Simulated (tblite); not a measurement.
Compound: C₅H₁₁S (doublet state).
Cartesian coordinates in Å at the GFN2-xTB level; atoms count from 1:
```xyz
17
C5H11S angstrom
C     -2.1291    1.2720   -0.3600
C     -0.9731    0.4338   -0.8877
C     -0.3817   -0.4668    0.2131
C      0.7442   -1.2922   -0.2771
C      2.0817   -1.1379    0.2013
S      3.0009    0.2565   -0.8048
H     -2.5157    1.9200   -1.1428
H     -2.9379    0.6332   -0.0120
H     -1.8042    1.8955    0.4703
H     -1.3179   -0.1912   -1.7133
H     -0.1892    1.0882   -1.2744
H     -0.0594    0.1492    1.0562
H     -1.1865   -1.1226    0.5680
H      0.5792   -1.8780   -1.1679
H      2.1645   -0.7909    1.2274
H      2.7332   -1.9850    0.0083
H      2.1839    1.2282   -0.4087
```

Computed geometry: GFN2-xTB, gas phase. This method treats the open shell by occupation alone, without spin polarisation.

Masses are those of the commonest isotopes; rigid-rotor values at the optimised geometry. The values belong to one conformer with, in the numbering `[CH3:1][CH2:2][CH2:3][CH:4][CH2:5][SH:6]`, C1–C2–C3–C4 180°, C2–C3–C4–C5 115°, C3–C4–C5–S6 -86°, C4–C5–S6–H 63°.

Give the principal moments of inertia and the rotational constants in MHz.

Ia = 96.98, Ib = 410.99, Ic = 474.22 u·Å²; 505379 MHz·u·Å²/I gives A = 5211, B = 1230, C = 1066 MHz.

What kind of rotor is it?

A near-prolate asymmetric top. Ray's parameter κ = (2B − A − C)/(A − C) = -0.921; −1 is the prolate and +1 the oblate limit.

What does the inertial defect say?

Not planar: Δ = Ic − Ia − Ib = -33.76 u·Å². For a rigid frame Δ = −2 Σ m c², so Σ m c² = 16.88 u·Å² lies off the ab plane: 10.36 from hydrogen and 6.52 from heavier atoms. The atom farthest from that plane is 1.48 Å away.

List the rotational levels J(Ka,Kc) to J = 4 (K).

Above 0(0,0), as E/k:
J = 1: 1(0,1) 0.110, 1(1,1) 0.301, 1(1,0) 0.309
J = 2: 2(0,2) 0.330, 2(1,2) 0.514, 2(1,1) 0.537, 2(2,1) 1.111, 2(2,0) 1.111
J = 3: 3(0,3) 0.660, 3(1,3) 0.832, 3(1,2) 0.879, 3(2,2) 1.441, 3(2,1) 1.442, 3(3,1) 2.416, 3(3,0) 2.416
J = 4: 4(0,4) 1.098, 4(1,4) 1.257, 4(1,3) 1.335, 4(2,3) 1.881, 4(2,2) 1.885, 4(3,2) 2.857, 4(3,1) 2.857, 4(4,1) 4.222, 4(4,0) 4.222
The levels of one J sum to (2J + 1)J(J + 1)(A + B + C)/3.

For this open shell read J as N, the rotation without spin; fine and hyperfine splittings come on top. Its GFN2-xTB frequencies are all real (lowest 48 cm⁻¹). These are rigid-rotor constants of the computed structure; measured ground-state constants (B0) also hold zero-point vibration.

The run took 0.84 s on Arm Neoverse V1, one thread, shared host with 64 logical CPUs at a one-minute load of 30. These figures are those of the optimisation.
